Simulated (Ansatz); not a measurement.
System: tetradymite Bi₂Te₃. Method: LDA (Ansatz, a quantum-chemistry and plane-wave program, PAW).

Numerical settings: plane-wave cutoff 520 eV, 10×10×10 k mesh, scalar-relativistic PAW data made under PBE.

Cell (relaxed at this level):

```yaml
crystal:
  lattice:
    - [2.17633, 1.25650, 9.96017]
    - [-2.17633, 1.25650, 9.96017]
    - [0.00000, -2.51301, 9.96017]
  atoms:
    - { symbol: Bi, position: [0.40024, 0.40024, 0.40024] }
    - { symbol: Bi, position: [0.59976, 0.59976, 0.59976] }
    - { symbol: Te, position: [0.00000, 0.00000, 0.00000] }
    - { symbol: Te, position: [0.20901, 0.20901, 0.20901] }
    - { symbol: Te, position: [0.79099, 0.79099, 0.79099] }
```

### Question
Estimate the Poisson ratio, elastic constant C33, polycrystal shear modulus (Hill average), elastic constant C11, elastic constant C12, elastic constant C13, elastic constant C44 and elastic constant C66 that the calculation returns.

### Answer

- Poisson ratio: 0.250
- elastic constant C33: 54.9 GPa
- polycrystal shear modulus (Hill average): 25.1 GPa
- elastic constant C11: 80.2 GPa
- elastic constant C12: 20.9 GPa
- elastic constant C13: 30.2 GPa
- elastic constant C44: 37.1 GPa
- elastic constant C66: 29.6 GPa

Measured, for comparison: elastic constant C33 47.7 GPa, elastic constant C11 68.5 GPa, elastic constant C12 21.8 GPa, elastic constant C13 27.0 GPa, elastic constant C44 27.4 GPa, elastic constant C66 23.4 GPa (temperature not stated, not corrected to a static lattice; as tabulated in Oses et al. (2018), arXiv:1811.08464); Voigt–Reuss–Hill shear modulus 19.8 GPa (temperature not stated, not corrected to a static lattice, Hill average of measured single-crystal constants; as tabulated in Oses et al. (2018), arXiv:1811.08464). Computed (rounded) less measured: elastic constant C33 +15 %, Voigt–Reuss–Hill shear modulus +27 %, elastic constant C11 +17 %, elastic constant C12 -4 %, elastic constant C13 +12 %, elastic constant C44 +35 %, elastic constant C66 +26 %.

Elastic constants are with the ions relaxed.

Spin–orbit coupling is not included; it can shift volumes and moduli of such heavy elements.

Computed values are for the static lattice.

Cost on a shared machine: very roughly 80 core-minutes.
